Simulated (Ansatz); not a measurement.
A run of Ansatz (development build ahead of 0.2.0) on singlet C5H12 at this shape:

```xyz
17

C     0.0076    0.0004   -0.0064
C     0.8824    0.8785    0.8890
H     1.5229    1.5119    0.2578
H     1.5131    0.2565    1.5136
H     0.2483    1.5120    1.5117
C    -0.8923   -0.8834    0.8838
H    -1.5206   -1.5248    0.2557
H    -0.2475   -1.5215    1.5114
H    -1.5192   -0.2597    1.5284
C    -0.8942    0.8923   -0.8847
H    -1.5299    0.2517   -1.5208
H    -0.2608    1.5280   -1.5123
H    -1.5179    1.5193   -0.2632
C     0.8885   -0.8781   -0.8806
H     0.2623   -1.5212   -1.5280
H     1.5271   -0.2616   -1.5110
H     1.5159   -1.5164   -0.2604
```

Its results:

```yaml
Converged: yes
Total_energy: -196.19456 hartree
Spin_squared_of_the_determinant: 0.000
```

Task: Which input gives this output? Name the method, the orbitals and the basis set, and write the input.

Result: RHF in def2-SVP. An unrestricted run that stays on the closed shell gives the same numbers.

```yaml
crystal:
  periodic: [false, false, false]
  atoms:
    - { symbol: C, position_ang: [0.00756, 0.00038, -0.0064] }
    - { symbol: C, position_ang: [0.88242, 0.87848, 0.88895] }
    - { symbol: H, position_ang: [1.52289, 1.51193, 0.2578] }
    - { symbol: H, position_ang: [1.51311, 0.25653, 1.51361] }
    - { symbol: H, position_ang: [0.24831, 1.51196, 1.51168] }
    - { symbol: C, position_ang: [-0.89229, -0.88342, 0.88381] }
    - { symbol: H, position_ang: [-1.52055, -1.52475, 0.25573] }
    - { symbol: H, position_ang: [-0.2475, -1.52154, 1.51144] }
    - { symbol: H, position_ang: [-1.51918, -0.25969, 1.52841] }
    - { symbol: C, position_ang: [-0.8942, 0.89235, -0.88467] }
    - { symbol: H, position_ang: [-1.52989, 0.2517, -1.52084] }
    - { symbol: H, position_ang: [-0.26081, 1.52805, -1.51227] }
    - { symbol: H, position_ang: [-1.51791, 1.51927, -0.26316] }
    - { symbol: C, position_ang: [0.88849, -0.87811, -0.88064] }
    - { symbol: H, position_ang: [0.26233, -1.52118, -1.52802] }
    - { symbol: H, position_ang: [1.52712, -0.26162, -1.51104] }
    - { symbol: H, position_ang: [1.51594, -1.51636, -0.26036] }
basis:
  gaussian: { orbitals: def2-SVP }
hamiltonian:
  xc: hf
```
